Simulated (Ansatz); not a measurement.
Process, species as SMILES: C[SiH2] (CH3-SiH2) → C atom + 5 H atom + Si atom
B3LYP-D3(BJ)/def2-TZVP geometries, fixed; electronic energies without zero-point terms.
Largest species:
```xyz
7

C     -0.0008     0.0642    -1.2011
Si     0.0002     0.0478     0.6809
H      0.0023    -0.9574    -1.5919
H     -0.8865     0.5712    -1.5864
H      0.8811     0.5770    -1.5873
H     -1.2107    -0.6263     1.2208
H      1.2161    -0.6184     1.2195
```
Charge 0, spin multiplicity 2.

The atomisation energy at MP2 with Ansatz (an electronic-structure program), in kcal/mol, split into its Hartree-Fock and correlation parts. Cores are frozen. Open shells are unrestricted. No added dispersion term, no relativity. Functions are those of the species that has most.

```json
[
 {"basis": "cc-pV(D+d)Z", "X": "2", "functions": "62", "Hartree-Fock": "404.52", "MP2": "492.14"},
 {"basis": "cc-pV(T+d)Z", "X": "3", "functions": "139", "Hartree-Fock": "411.75", "MP2": "517.46"},
 {"basis": "cc-pV(Q+d)Z", "X": "4", "functions": "269", "Hartree-Fock": "412.77", "MP2": "524.86"}
]
```

Worked estimate of the basis-set limit from each neighbouring pair, with Hartree-Fock from the larger set and the correlation part extrapolated as X^-3.
Correlation parts: X = 2: 87.62, X = 3: 105.71, X = 4: 112.09.
- (2,3): (27·(105.71) - 8·(87.62))/19 = 113.33; with Hartree-Fock 411.75 the estimate is 525.08 kcal/mol.
- (3,4): (64·(112.09) - 27·(105.71))/37 = 116.75; with Hartree-Fock 412.77 the estimate is 529.52 kcal/mol.
The last two estimates differ by 4.44 kcal/mol; the largest set lies 4.66 from the last. Over the last step Hartree-Fock moves by 1.02 and the correlation part by 6.38.
